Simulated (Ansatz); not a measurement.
A (110) slab of Ta (Fm-3m (No. 225)), 8 planes, outer planes Ta (top) and Ta (bottom), with 8 atoms (Ta8) in a surface cell of A = 12.329 Å², as cut from the bulk:

```
Ta
1.0
     2.95259    0.00000    0.00000
     0.00000    4.17559    0.00000
     0.00000    0.00000   25.33406
Ta
8
Cartesian
  1.4763 2.0878 7.5000
  0.0000 0.0000 8.9763
  1.4763 2.0878 10.4526
  0.0000 0.0000 11.9289
  1.4763 2.0878 13.4052
  0.0000 0.0000 14.8815
  1.4763 2.0878 16.3578
  0.0000 0.0000 17.8341
```

Method: Ansatz 0.2.0, DFT PBEsol, scalar-relativistic, plane waves, PAW. Plane waves to 420 eV, a k mesh through Γ of 12×8×1 on the computed 8-atom cell and Gaussian smearing (0.10 eV); no spin polarisation.

Against the same 8 atoms in the bulk, the slab as cut lies 4.511 eV higher and the relaxed slab 4.093 eV higher.

(1) Work out the surface energy before and after relaxation.

(2) A cut through this plane breaks about 6 nearest-neighbour bonds a surface cell. What does each broken bond cost, before relaxation?

(3) What is the ideal work of this cut, per area?

Answers

(1) The slab has two faces, so γ = (E_slab − N·E_bulk)/(2A), the mean of both. As cut: 4.511/(2 × 12.329) = 0.1829 eV/Å², and 1 eV/Å² = 16.02 J/m², so γ = 2.93 J/m². Relaxed: 4.093/(2 × 12.329) = 0.1660 eV/Å² = 2.66 J/m². Relaxation recovers 9 % of the cost of cutting.

(2) One cut makes two faces and costs 2γA = 4.511 eV, shared by 6 bonds: 0.75 eV a bond. In a metal this is less than the cohesive energy a bond, since the bonds that remain at the surface strengthen.

(3) Griffith's ideal work is 2γ: 5.86 J/m² if the new faces stay rigid, 5.32 J/m² if they relax. One thickness was run, 8 planes, so γ can still shift with it.

The reference crystal is the fcc form of Ta, which isn't its usual structure.